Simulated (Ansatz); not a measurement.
# CH₂N (doublet): the correlation ladder, cc-pVDZ

How much of the correlation energy of CH₂N (doublet) does each wave-function method recover here?

Program: Ansatz 0.2.0, Gaussian basis. Level of theory: cc-pVDZ, core rule «outside noble gas», up to 2 orbitals frozen. These are calculated values, not measurements.

The runs, in order: UHF; CCSD(T) on ROHF; CCSD(T) on UHF; BCCD(T) on ROHF; CISD; CCSDT(Q) on ROHF; CCSDT(Q) on UHF; CASSCF and MRCISD+Q, 11 electrons in 10 orbitals; CASSCF and NEVPT2, 11 electrons in 10 orbitals.

16 further runs of the same task are left out: 3 that didn't finish, 13 set aside as unsound or not needed.

### Step 1. The system

The geometry is a PBE0/def2-TZVP stationary point (not a proven minimum).

4 atoms, charge 0, spin multiplicity 2.

Atoms are counted from 1 here; the program's logs count them from 0.

Bond lengths: N1–C2 1.286 Å, N1–H3 1.022 Å, N1–H4 1.022 Å. Angles: C2–N1–H3 123.0°, C2–N1–H4 123.0°, H3–N1–H4 114.0°.

### Step 2. UHF

in.yaml reads:

```yaml
crystal:
  periodic: [false, false, false]
  atoms:
    - {symbol: N, position_ang: [0.000000, 0.000000, 0.510827]}
    - {symbol: C, position_ang: [0.000000, 0.000000, -0.774802]}
    - {symbol: H, position_ang: [0.000000, 0.856858, 1.066986]}
    - {symbol: H, position_ang: [0.000000, -0.856858, 1.066986]}
basis:
  gaussian: {orbitals: cc-pVDZ}
magnetization: {spin_polarized: true, initial_magnetization: 1}
hamiltonian: {xc: hf}
output: {orbitals: {seedname: orbitals}}
```

The run is started by

```sh
$ ansatz run in.yaml --threads 1 --pin off --events-out ev --progress --plain --max-ram 2393MiB
```

Further steps of the session: CCSD(T) on ROHF; CCSD(T) on UHF; BCCD(T) on ROHF; CISD; CCSDT(Q) on ROHF; CCSDT(Q) on UHF; CASSCF and MRCISD+Q, 11 electrons in 10 orbitals; CASSCF and NEVPT2, 11 electrons in 10 orbitals.

Q: Predict the results of all the runs planned. Wanted: UCCSDT(Q) below the RHF energy; RMP2 from UCCSDT(Q); UMP2 from UCCSDT(Q); RCCSD from UCCSDT(Q); RCCSD(T) from UCCSDT(Q); UCCSD(T) from UCCSDT(Q); RCCSDT(Q) from UCCSDT(Q); NEVPT2 valence from UCCSDT(Q); MRCISD+Q valence from UCCSDT(Q).

**Answer**, as computed:

```
                         quantity                                                   value
   UCCSDT(Q) below the RHF energy                                              -8.1257 eV
              RMP2 from UCCSDT(Q)                                              +981.7 meV
              UMP2 from UCCSDT(Q)                                              +988.0 meV
             RCCSD from UCCSDT(Q)                                              +272.8 meV
          RCCSD(T) from UCCSDT(Q)                                               +37.9 meV
          UCCSD(T) from UCCSDT(Q)                                               +38.2 meV
         RCCSDT(Q) from UCCSDT(Q)                                                +1.6 meV
    NEVPT2 valence from UCCSDT(Q)                                             +1094.8 meV
  MRCISD+Q valence from UCCSDT(Q)                                               +53.8 meV
levels within 1 kcal/mol (43 meV)  RCCSD(T), UCCSD(T), BCCD(T), RCCSDT, UCCSDT, RCCSDT(Q)
                    T1 diagnostic                                                   0.021
   effectively unpaired electrons                                                    1.02
```

**Reading.** RCCSD(T) lands +37.9 meV from the yardstick (0.5 % of the correlation energy). One determinant dominates. Of the multireference levels listed MRCISD+Q valence comes nearest in total energy (+53.8 meV), which doesn't show that its space is the better one. These misses are within one basis, not against nature; the frozen cores of restricted and unrestricted runs differ, which can shift their rows.
